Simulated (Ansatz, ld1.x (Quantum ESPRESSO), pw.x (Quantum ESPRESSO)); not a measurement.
## Os (Z = 76): does the TM potential hold in the solid?

Os (Z = 76), norm-conserving Troullier–Martins (Kleinman–Bylander form), made with ld1.x (Quantum ESPRESSO) 7.5 (PBEsol, scalar-relativistic). Core [Xe] 4f14, reference 5d6 6s2 6p0. Waves: 6s (bound): rc 1.85 bohr; 6p (bound, empty): rc 3.75 bohr; 5d (bound): rc 1.70 bohr; 5f channel at 0.45 Ry: rc 3.40 bohr. Local part: the f channel. Core correction: a·sin(br)/r model core inside 1.50 bohr.

Atomic tests: cutoffs needed: 35 Ry and 70 Ry (the cutoffs (Ry, on a coarse ladder) from which the occupation-weighted sum of valence levels, in a spherical-Bessel basis at the reference potential, stays within 10 and 1 mRy of its value at 400 Ry); ghost test: no extra level below or beside the all-electron valence levels (s, p, d, f tested) (spherical-Bessel basis up to 400 Ry, 20 bohr box); largest excitation error: -86 meV (all-electron minus pseudo) for 5d5 6s0 6p0, out of 7 test configurations.

Crystal test: bcc Os in pw.x 7.5, no spin, 15³ k-points, Fermi–Dirac smearing 0.01 Ry, cutoffs 85/340 Ry. The reference is all-electron LAPW (Ansatz 0.2.0) with the same functional, mesh and smearing; V0 and B0 come from Birch–Murnaghan fits to the pressures at five volumes. Errors are pseudo minus all-electron; Δ is the rms difference of the E(V) curves that follow from these fits, minima aligned, over ±6 % about the mean V0. Mesh and smearing are coarse, so the numbers serve the comparison and aren't converged zero-temperature values; the lattice is a test structure that the element need not adopt.

```json
{"V (Å³/atom)": "13.631", "P all-electron (GPa)": "22.64", "P pseudo (GPa)": "15.60"}
{"V (Å³/atom)": "13.989", "P all-electron (GPa)": "10.78", "P pseudo (GPa)": "4.50"}
{"V (Å³/atom)": "14.348", "P all-electron (GPa)": "0.50", "P pseudo (GPa)": "-5.12"}
{"V (Å³/atom)": "14.707", "P all-electron (GPa)": "-8.41", "P pseudo (GPa)": "-13.44"}
{"V (Å³/atom)": "15.065", "P all-electron (GPa)": "-16.11", "P pseudo (GPa)": "-20.63"}
```

All-electron: a0 = 3.063 Å (V0 = 14.37 Å³/atom), B0 = 379.8 GPa.

Pseudopotential: mean pressure error (GPa): -5.70; a0 (Å): 3.047; a0 error (%): -0.50; B0 error (%): +0.5; Δ (meV/atom): 18.1. The largest radius (3.75 bohr) exceeds half the bond length (2.51 bohr), so the spheres overlap, which is one possible source of error among others. This is a poor potential for the solid. The logarithmic derivative shows an extra or strongly shifted pseudo pole above the reference energy (s near 0.52 Ry).

Task: At the middle volume, how do free energy and pressure move when the wave cutoff is lowered (ecutrho kept at four times it)?

Result:

```json
{"cutoff (Ry)": "38", "shift of F (meV/atom)": "+40.0", "shift of P (GPa)": "-2.68"}
{"cutoff (Ry)": "51", "shift of F (meV/atom)": "+18.2", "shift of P (GPa)": "-0.13"}
{"cutoff (Ry)": "68", "shift of F (meV/atom)": "+2.3", "shift of P (GPa)": "-0.16"}
```

The run at the middle volume (120 k-points, 7 iterations) took about 16 s on one core of a shared host (Neoverse-V2, 96 threads, 742 GiB, load 56).
